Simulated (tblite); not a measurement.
A geometry optimisation, step by step.

Compound: C₄H₃FN (doublet state).
Atom-mapped SMILES: `[F:1]/[C:2]=[CH:3]\[C@H:4]1[CH:5]=[N:6]1` (hydrogens: H7 on C3; H8 on C4; H9 on C5)
Bond orders are those of one Lewis drawing.

Computed with GFN2-xTB (tblite), gas phase: L-BFGS steps from a force-field or distance-geometry start until the largest atomic force falls under 0.01 eV/Å. 8 of its 78 geometries are shown.

Step 0: E = -476.2366 eV, largest atomic force 2.955 eV/Å
```
atom  x, y, z in Å  |  force x, y, z in eV/Å
F1      2.843   -0.218   -0.769   -1.465  -0.022   1.076
C2      1.733   -0.209   -0.004    1.270  -0.156  -0.653
C3      0.684   -0.214    0.753    2.065   0.042  -0.644
C4     -0.493    0.530    0.303   -0.931   0.756   1.282
C5     -1.493   -0.190   -0.389   -0.688  -0.759  -2.772
N6     -1.848   -0.026    0.786    0.158   0.167   0.411
H7      0.669   -0.713    1.706   -0.220  -0.245   0.403
H8     -0.440    1.607    0.261    0.129   0.133  -0.112
H9     -1.641   -0.560   -1.409   -0.318   0.084   1.009
```

Step 11: E = -476.5545 eV, largest atomic force 0.890 eV/Å
```
atom  x, y, z in Å  |  force x, y, z in eV/Å
F1      2.821   -0.194   -0.769    0.023   0.404  -0.575
C2      1.873   -0.296    0.110    0.310  -0.477   0.684
C3      0.772   -0.148    0.745   -0.460  -0.222  -0.063
C4     -0.508    0.554    0.299    0.174  -0.030   0.404
C5     -1.483   -0.160   -0.478   -0.223  -0.063  -0.299
N6     -1.833   -0.060    0.712    0.319   0.210   0.773
H7      0.670   -0.721    1.676   -0.202   0.300  -0.087
H8     -0.462    1.636    0.305    0.008  -0.009  -0.185
H9     -1.836   -0.605   -1.361    0.051  -0.113  -0.651
```

Step 22: E = -476.8624 eV, largest atomic force 0.538 eV/Å
```
atom  x, y, z in Å  |  force x, y, z in eV/Å
F1      2.572    0.000   -0.850   -0.268  -0.015   0.226
C2      1.951   -0.400    0.252    0.023   0.165  -0.171
C3      0.780   -0.212    0.779    0.034  -0.237   0.011
C4     -0.440    0.504    0.267   -0.095   0.086   0.139
C5     -1.475   -0.174   -0.466   -0.169  -0.223   0.018
N6     -1.762   -0.062    0.748    0.339   0.379  -0.176
H7      0.555   -0.684    1.723    0.198  -0.144   0.154
H8     -0.345    1.578    0.177    0.005   0.130   0.048
H9     -1.822   -0.544   -1.393   -0.066  -0.140  -0.249
```

Step 33: E = -476.9315 eV, largest atomic force 0.119 eV/Å
```
atom  x, y, z in Å  |  force x, y, z in eV/Å
F1      2.368    0.120   -0.877   -0.027   0.005   0.058
C2      1.915   -0.379    0.264    0.089  -0.012  -0.078
C3      0.759   -0.281    0.850    0.015  -0.003   0.004
C4     -0.409    0.481    0.284   -0.014   0.044  -0.021
C5     -1.450   -0.178   -0.483   -0.001  -0.026   0.067
N6     -1.784    0.077    0.698   -0.037  -0.004  -0.025
H7      0.604   -0.772    1.798   -0.061  -0.023  -0.017
H8     -0.225    1.535    0.112    0.039   0.060   0.009
H9     -1.765   -0.598   -1.407   -0.004  -0.042   0.002
```

Step 44: E = -476.9370 eV, largest atomic force 0.063 eV/Å
```
atom  x, y, z in Å  |  force x, y, z in eV/Å
F1      2.363    0.157   -0.863    0.003   0.011   0.028
C2      1.906   -0.386    0.254    0.041  -0.006   0.009
C3      0.751   -0.287    0.844   -0.007   0.009   0.000
C4     -0.403    0.502    0.280    0.019  -0.021  -0.003
C5     -1.446   -0.176   -0.470    0.028  -0.011   0.026
N6     -1.779    0.114    0.703   -0.060   0.005   0.019
H7      0.566   -0.818    1.765    0.000   0.008  -0.048
H8     -0.201    1.551    0.097    0.006  -0.012  -0.031
H9     -1.744   -0.651   -1.372   -0.031   0.017  -0.001
```

Step 55: E = -476.9629 eV, largest atomic force 0.270 eV/Å
```
atom  x, y, z in Å  |  force x, y, z in eV/Å
F1      2.524    0.386   -0.646    0.032   0.052   0.026
C2      1.961   -0.327    0.315    0.123  -0.033  -0.028
C3      0.744   -0.345    0.768   -0.227   0.020   0.144
C4     -0.376    0.487    0.218    0.113  -0.030  -0.193
C5     -1.514   -0.196   -0.369   -0.197   0.024  -0.129
N6     -1.756    0.306    0.751   -0.057  -0.086   0.215
H7      0.465   -1.035    1.553    0.070   0.062  -0.039
H8     -0.124    1.467   -0.162    0.201   0.077   0.033
H9     -1.911   -0.737   -1.190   -0.058  -0.086  -0.030
```

Step 66: E = -477.0063 eV, largest atomic force 0.325 eV/Å
```
atom  x, y, z in Å  |  force x, y, z in eV/Å
F1      2.695    0.660   -0.260   -0.100  -0.108   0.101
C2      2.023   -0.235    0.452   -0.001   0.108  -0.120
C3      0.744   -0.426    0.616    0.069   0.005   0.076
C4     -0.342    0.419    0.036   -0.180  -0.111   0.036
C5     -1.636   -0.181   -0.267    0.055   0.196   0.241
N6     -1.645    0.495    0.790    0.117  -0.127  -0.275
H7      0.416   -1.237    1.252    0.004   0.029  -0.049
H8     -0.014    1.311   -0.483   -0.022  -0.023  -0.011
H9     -2.228   -0.800   -0.899    0.057   0.032   0.002
```

Step 77: E = -477.0095 eV, largest atomic force 0.006 eV/Å
```
atom  x, y, z in Å  |  force x, y, z in eV/Å
F1      2.676    0.691   -0.231   -0.003  -0.004   0.004
C2      2.021   -0.226    0.460    0.002   0.003  -0.004
C3      0.745   -0.434    0.620    0.000   0.000   0.002
C4     -0.338    0.405    0.027   -0.001  -0.003   0.000
C5     -1.640   -0.177   -0.256    0.001   0.002   0.005
N6     -1.633    0.523    0.781    0.000  -0.001  -0.002
H7      0.419   -1.258    1.237   -0.001   0.003  -0.002
H8     -0.002    1.278   -0.519    0.001   0.003  -0.001
H9     -2.235   -0.797   -0.882    0.000  -0.002  -0.001
```

Problem. Summarise the path.

Solution. The energy falls by 74.58 kJ/mol from step 0 to step 77; nine tenths of that is first reached at step 35. It rises by more than 0.2 meV at step 10. The largest force goes from 2.955 to 0.006 eV/Å. Among the bonds C4–C5 changes most, from 1.413 to 1.454 Å; the atoms move by 0.680 Å rms after alignment.

Problem. Follow the three bonds and two angles with the largest change from start to end.

Solution. 
```tsv
step	E above end (kJ/mol)	largest force (eV/Å)	C4–C5 (Å)	C4–N6 (Å)	C5–H9 (Å)	F1–C2–C3 (°)	C4–C5–H9 (°)
0	74.58	2.955	1.413	1.542	1.095	178.7	136.4
3	54.66	0.430	1.441	1.497	1.059	178.5	140.1
7	51.10	0.424	1.448	1.497	1.064	177.5	146.1
10	50.99	2.120	1.424	1.535	1.072	150.2	161.3
13	39.90	1.303	1.452	1.518	1.066	138.4	157.5
17	23.28	0.466	1.460	1.492	1.071	142.0	148.0
20	17.52	0.301	1.442	1.509	1.058	138.3	146.0
23	12.41	0.462	1.443	1.510	1.059	134.8	148.7
27	9.25	0.290	1.457	1.488	1.066	132.1	148.4
30	8.01	0.145	1.451	1.498	1.063	130.8	149.3
33	7.53	0.119	1.452	1.492	1.062	131.6	148.4
37	7.36	0.077	1.452	1.496	1.064	131.1	148.2
40	7.12	0.064	1.451	1.495	1.063	130.6	148.7
44	7.00	0.063	1.453	1.491	1.063	131.1	148.1
47	6.86	0.066	1.452	1.496	1.063	131.1	147.6
50	6.60	0.105	1.452	1.496	1.062	130.5	147.6
54	5.47	0.681	1.454	1.487	1.058	132.1	147.7
57	2.73	0.527	1.458	1.504	1.065	131.7	147.9
60	1.52	0.258	1.456	1.503	1.064	132.2	148.0
64	0.63	0.185	1.457	1.503	1.066	131.4	149.0
67	0.18	0.162	1.452	1.503	1.063	131.6	148.7
70	0.03	0.058	1.454	1.504	1.063	131.6	148.3
74	0.00	0.014	1.454	1.503	1.063	131.3	148.1
77	0.00	0.006	1.454	1.503	1.063	131.3	148.1
```

The cost below is that of the whole relaxation. Hardware: one thread of an Intel Xeon Platinum 8259CL at 2.50 GHz, no GPU, shared host. Cost: 0.48 s.
